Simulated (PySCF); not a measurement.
**HS− (hydrosulfide): NEVPT2(2,2)/def2-TZVP**

Aim: the vertical singlet–triplet gap of HS− (hydrosulfide) at NEVPT2(2,2)/def2-TZVP, from 2 runs. Input form: a Python script.

Program for the calculation: PySCF 2.14.0.

2 further runs of the same task are left out: 2 set aside as unsound or not needed.

## 1. The system as given

HS−: 2 atoms, total charge -1, spin state singlet. As SMILES, `[SH-]`. The shape is that of a PBE0-D4/def2-TZVPD optimisation.

Bond lengths: S1–H2 1.346 Å.

## 2. A single-point energy at NEVPT2(2,2)/def2-TZVP

mol.xyz reads:

```xyz
2
HS
S      0.574700    -0.187900     0.295500
H     -0.574700     0.187900    -0.295500
```

job.py reads:

```python
import numpy
from pyscf import gto, scf, mp, mcscf, mrpt

mol = gto.Mole()
mol.atom = 'mol.xyz'
mol.basis = 'def2-tzvp'
mol.max_memory = 1860
mol.charge = -1
mol.verbose = 3
mol.build()

hf = mol.RHF()
hf.conv_tol = 1e-10
hf.kernel()
if not hf.converged:
    hf = hf.newton().run(hf.mo_coeff, hf.mo_occ)

pt = mp.MP2(scf.addons.convert_to_uhf(hf)).run()
noons, natorbs = mcscf.addons.make_natural_orbitals(pt)
print('natural occupations', numpy.round(noons[:40], 4))
cas = mcscf.CASSCF(hf, 2, 2)
cas.fix_spin_(ss=0.0)
cas.natorb = True
cas.kernel(natorbs)
e_pt2 = mrpt.NEVPT(cas).kernel()
etot = cas.e_tot + e_pt2
print('E(%s) = %.9f' % ('NEVPT2', etot))
```

Run with:

```console
$ OMP_NUM_THREADS=1 python job.py
```

Log:

```text
converged SCF energy = -398.127765572068
E(UMP2) = -398.412346911503  E_corr = -0.284581339435565
E(SCS-UMP2) = -398.406529263926  E_corr = -0.278763691857984
natural occupations [2.0000e+00 1.9992e+00 1.9979e+00 1.9979e+00 1.9977e+00 1.9782e+00
 1.9553e+00 1.9517e+00 1.9517e+00 2.8500e-02 1.8100e-02 1.8100e-02
 1.7900e-02 1.7900e-02 1.3500e-02 1.3500e-02 1.1400e-02 8.3000e-03
 2.8000e-03 1.8000e-03 1.7000e-03 1.7000e-03 1.6000e-03 1.6000e-03
 1.1000e-03 1.1000e-03 1.1000e-03 1.1000e-03 1.0000e-03 9.0000e-04
 9.0000e-04 8.0000e-04 8.0000e-04 6.0000e-04 5.0000e-04 4.0000e-04
 4.0000e-04 4.0000e-04 3.0000e-04 3.0000e-04]
CASSCF energy = -398.135887228732
CASCI E = -398.135887228732  E(CI) = -0.596671963840151  S^2 = 0.0000000
Sr    (-1)',   E = -0.00000000010692
Si    (+1)',   E = -0.00000000010413
Sijrs (0)  ,   E = -0.18323553862572
Sijr  (+1) ,   E = -0.00863588742762
Srsi  (-1) ,   E = -0.05356386039729
Srs   (-2) ,   E = -0.00922034910324
Sij   (+2) ,   E = -0.00110301802547
Sir   (0)' ,   E = -0.01998192766159
Nevpt2 Energy = -0.275740581451986
E(NEVPT2) = -398.411627810
```

Run time: 1.5 s. Hardware: 1 thread of Arm Neoverse V1, shared host; peak memory 0.13 GiB.

## 3. The triplet, same level

calc.py reads:

```python
import numpy
from pyscf import gto, scf, mp, mcscf, mrpt

mol = gto.M(
    atom='''
S      0.574700    -0.187900     0.295500
H     -0.574700     0.187900    -0.295500
''',
    max_memory=1860,
    basis='def2-tzvp',
    charge=-1,
    spin=2,
    verbose=4,
)

calc0 = scf.ROHF(mol)
calc0.conv_tol = 1e-10
calc0.kernel()
if not calc0.converged:
    calc0 = calc0.newton().run(calc0.mo_coeff, calc0.mo_occ)

pt = mp.MP2(scf.addons.convert_to_uhf(calc0)).run()
noons, natorbs = mcscf.addons.make_natural_orbitals(pt)
print('natural occupations', numpy.round(noons[:40], 4))
cas = mcscf.CASSCF(calc0, 2, 2)
cas.fix_spin_(ss=2.0)
cas.natorb = True
cas.kernel(natorbs)
e_pt2 = mrpt.NEVPT(cas).kernel()
etot = cas.e_tot + e_pt2
print('Final energy', etot)
```

Run with:

```console
$ OMP_NUM_THREADS=1 python calc.py
```

Log:

```text
PySCF version 2.14.0

[INPUT] num. atoms = 2
[INPUT] num. electrons = 18
[INPUT] charge = -1
[INPUT] spin (= nelec alpha-beta = 2S) = 2
[INPUT] symmetry False subgroup None
[INPUT] Mole.unit = angstrom
[INPUT] Symbol           X                Y                Z      unit          X                Y                Z       unit  Magmom
[INPUT]  1 S      0.574700000000  -0.187900000000   0.295500000000 AA    1.086025603788  -0.355079538806   0.558414069809 Bohr   0.0
[INPUT]  2 H     -0.574700000000   0.187900000000  -0.295500000000 AA   -1.086025603788   0.355079538806  -0.558414069809 Bohr   0.0

nuclear repulsion = 6.29052254661568
number of shells = 17
number of NR pGTOs = 71
number of NR cGTOs = 43
basis = def2-tzvp
ecp = {}

******** <class 'pyscf.scf.rohf.ROHF'> ********
method = ROHF
initial guess = minao
damping factor = 0
level_shift factor = 0
DIIS = <class 'pyscf.scf.diis.CDIIS'>
diis_start_cycle = 1
diis_space = 8
diis_damp = 0
SCF conv_tol = 1e-10
SCF conv_tol_grad = None
SCF max_cycles = 50
direct_scf = True
direct_scf_tol = 1e-13
num. doubly occ = 8  num. singly occ = 2
Set gradient conv threshold to 1e-05
init E= -397.84382107548
  HOMO = 0.0987611429154214  LUMO = 0.303931975736418  gap/eV = 5.58298
cycle= 1 E= -397.961522351947  delta_E= -0.118  |g|= 0.122  |ddm|= 4.65
  HOMO = 0.279345527795389  LUMO = 0.552054823986964  gap/eV = 7.42080
cycle= 2 E= -397.969116074835  delta_E= -0.00759  |g|= 0.0424  |ddm|= 0.686
  HOMO = 0.26758217511707  LUMO = 0.542308486773582  gap/eV = 7.47568
cycle= 3 E= -397.969981669399  delta_E= -0.000866  |g|= 0.0147  |ddm|= 0.113
  HOMO = 0.266652976254292  LUMO = 0.541778971222179  gap/eV = 7.48656
cycle= 4 E= -397.970157953061  delta_E= -0.000176  |g|= 0.00468  |ddm|= 0.0853
  HOMO = 0.266649470580703  LUMO = 0.54150735908269  gap/eV = 7.47926
cycle= 5 E= -397.970201953296  delta_E= -4.4e-05  |g|= 0.00155  |ddm|= 0.0519
  HOMO = 0.266443334786668  LUMO = 0.541187129785072  gap/eV = 7.47616
cycle= 6 E= -397.970207457335  delta_E= -5.5e-06  |g|= 0.000477  |ddm|= 0.0188
  HOMO = 0.266463853367824  LUMO = 0.541174692857673  gap/eV = 7.47526
cycle= 7 E= -397.970208026528  delta_E= -5.69e-07  |g|= 0.000151  |ddm|= 0.00738
  HOMO = 0.266426759548366  LUMO = 0.541141901641065  gap/eV = 7.47538
cycle= 8 E= -397.970208060303  delta_E= -3.38e-08  |g|= 3.37e-05  |ddm|= 0.00155
  HOMO = 0.266429082736028  LUMO = 0.54114158888618  gap/eV = 7.47531
cycle= 9 E= -397.970208062  delta_E= -1.7e-09  |g|= 6.42e-06  |ddm|= 0.000377
  HOMO = 0.26642740154902  LUMO = 0.541140531558884  gap/eV = 7.47533
cycle= 10 E= -397.970208062055  delta_E= -5.46e-11  |g|= 6.73e-07  |ddm|= 6.94e-05
  HOMO = 0.266427410961537  LUMO = 0.541140431441097  gap/eV = 7.47532
Extra cycle  E= -397.970208062055  delta_E= -5.12e-13  |g|= 2.65e-07  |ddm|= 4.46e-06
converged SCF energy = -397.970208062055

******** <class 'pyscf.mp.ump2.UMP2'> ********
nocc = (np.int64(10), np.int64(8)), nmo = (43, 43)
E(UMP2) = -398.235252621796  E_corr = -0.265044559741053
E(SCS-UMP2) = -398.228033022639  E_corr = -0.257824960583337
E_corr(same-spin) = -0.0694944358914538
E_corr(oppo-spin) = -0.1955501238496
natural occupations [2.0000e+00 1.9992e+00 1.9979e+00 1.9978e+00 1.9977e+00 1.9756e+00
 1.9575e+00 1.9540e+00 9.9200e-01 9.9000e-01 1.9700e-02 1.7100e-02
 1.4500e-02 1.3200e-02 1.3000e-02 1.2700e-02 1.2600e-02 7.1000e-03
 6.4000e-03 3.0000e-03 1.8000e-03 1.7000e-03 1.6000e-03 1.6000e-03
 1.5000e-03 1.2000e-03 1.0000e-03 9.0000e-04 9.0000e-04 9.0000e-04
 9.0000e-04 7.0000e-04 7.0000e-04 7.0000e-04 5.0000e-04 5.0000e-04
 4.0000e-04 4.0000e-04 3.0000e-04 3.0000e-04]

******** <class 'pyscf.mcscf.mc1step.CASSCF'> ********
CAS (2e+0e, 2o), ncore = 8, nvir = 33
max_cycle_macro = 50
max_cycle_micro = 4
conv_tol = 1e-07
conv_tol_grad = None
orbital rotation max_stepsize = 0.02
orbital rotation threshold for CI restart = 0.01
augmented hessian ah_max_cycle = 30
augmented hessian ah_conv_tol = 1e-12
augmented hessian ah_linear dependence = 1e-14
augmented hessian ah_level shift = 1e-08
augmented hessian ah_start_tol = 2.5
augmented hessian ah_start_cycle = 3
augmented hessian ah_grad_trust_region = 3
kf_trust_region = 3
kf_interval = 4
ci_response_space = 4
ci_grad_trust_region = 3
with_dep4 0
natorb = True
canonicalization = True
sorting_mo_energy = False
ao2mo_level = 2
internal_rotation = False
******** <class 'pyscf.fci.addons.SpinPenaltyFCISolver'> ********
max. cycles = 50
conv_tol = 1e-08
davidson only = True
linear dependence = 1e-12
level shift = 0.001
max iter space = 12
nroots = 1
pspace_size = 400
spin = None
CASCI E = -397.970178231377  S^2 = 2.0000000
Set conv_tol_grad to 0.000316228
macro iter   1 ( 14 JK    4 micro), CASSCF E = -397.970208061713  dE = -2.98303359e-05  S^2 = 2.0000000
               |grad[o]|=0.00551  |grad[c]|=2.23e-05  |ddm|=    0  |maxRot[o]|=0.00456
macro iter   2 (  3 JK    1 micro), CASSCF E = -397.970208062001  dE = -2.88480351e-10  S^2 = 2.0000000
               |grad[o]|=3.36e-05  |grad[c]|=1.95e-10  |ddm|=    0  |maxRot[o]|=1.4e-05
1-step CASSCF converged in   2 macro ( 17 JK   5 micro) steps
CASSCF canonicalization
Natural occ [1. 1.]
Natural orbital (expansion on meta-Lowdin AOs) in CAS space
               #1        #2
0 S 1s           0.00000   0.00031
0 S 2s           0.00000   0.00093
0 S 3s          -0.00000  -0.23827
[... 39 lines of this table left out ...]
1 H 2pz         -0.00361   0.00033
<CAS-nat-orb|mo-hf>  9      9       -1.00000000
<CAS-nat-orb|mo-hf>  10     10      -1.00000000
CASSCF energy = -397.970208062001
CASCI E = -397.970208062001  E(CI) = -0.371517719317012  S^2 = 2.0000000

******** <class 'pyscf.mrpt.nevpt2.NEVPT'> ********
NEVPT2 (2e+0e, 2o), ncore = 8, nvir = 33
root = 0
Natural occ [1. 1.]
Natural orbital (expansion on meta-Lowdin AOs) in CAS space
               #1        #2
0 S 1s           0.00031   0.00000
0 S 2s           0.00093   0.00000
0 S 3s          -0.23827  -0.00000
[... 39 lines of this table left out ...]
1 H 2pz          0.00033  -0.00361
<CAS-nat-orb|mo-hf>  9      10      -1.00000000
<CAS-nat-orb|mo-hf>  10     9       -1.00000000
Sr    (-1)',   E = -0.00000000002743
Si    (+1)',   E = -0.00000000000028
Sijrs (0)  ,   E = -0.17826024061679
Sijr  (+1) ,   E = -0.01921289693533
Srsi  (-1) ,   E = -0.05412168490546
Srs   (-2) ,   E = -0.00226234747877
Sij   (+2) ,   E = -0.00002064580414
Sir   (0)' ,   E = -0.01545407379291
Nevpt2 Energy = -0.269331889561112
Final energy -398.23953995156256
```

It took 1.1 s on 1 thread of Arm Neoverse V1, shared host; peak memory 0.13 GiB.

## 4. Results

At NEVPT2(2,2)/def2-TZVP:

| quantity | value |
| --- | --- |
| singlet: total energy | -398.41163 Eh |
| singlet: HOMO energy (Hartree–Fock orbitals) | -2.07 eV |
| singlet: LUMO energy (Hartree–Fock orbitals) | 10.11 eV |
| singlet: HOMO–LUMO gap (to an unbound level, set by the basis) | 12.18 eV |
| triplet: total energy | -398.23954 Eh |
| vertical energy of the triplet above the singlet | 4.683 eV |

What this shows: At this shape the triplet lies 4.68 eV (452 kJ/mol) above the singlet. For an anion a state so high probably lies above electron detachment. The HOMO (triplet) lies at positive energy, 7.25 eV: the electron is unbound at this level or held by a compact basis; values depend on the basis.
